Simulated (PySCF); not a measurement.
**AsH2⁻, triplet: the ladder up to RCCSDT**

Geometry: that of the AsH2⁻, singlet, kept fixed. The singlet lies 1.8 eV lower here.

```xyz
3

As    0.0000   -0.0283    0.0000
H     0.0000    1.0529   -1.0973
H     0.0000    1.0529    1.0972
```

Basis aug-cc-pVDZ; PySCF 2.14.0. Correlated methods freeze the noble-gas cores and the filled d shells of p-block atoms, which leaves 8 electrons in 40 orbitals. Prefix R: restricted or restricted open-shell reference. No spin–orbit coupling is included, and no scalar relativity. This anion state lies near or above the neutral species, so the extra electron is weakly bound or unbound and the energies hang on the diffuse functions.

Full CI isn't at hand for all of this; RCCSDT serves as the reference. It lacks quadruple excitations.

The UHF ⟨S²⟩ is 2.015. The T1 diagnostic (ROHF- or RHF-based CCSD) is 0.0274. The largest doubles amplitude (ROHF- or RHF-based CCSD) is 0.051.

Task: From what is known of these methods and the diagnostics, rank them by the size of their error in total energy against RCCSDT in aug-cc-pVDZ, smallest first (an estimate: the text doesn't fix the numbers).
A. RCCSD(T)
B. RCCSD
C. RMP2
D. RHF

Result: A (2.1 kJ/mol), B (13.7 kJ/mol), C (79.8 kJ/mol), D (387.7 kJ/mol).

All errors are against RCCSDT in aug-cc-pVDZ. Within each family the higher level lies nearer, as is usual though not guaranteed.
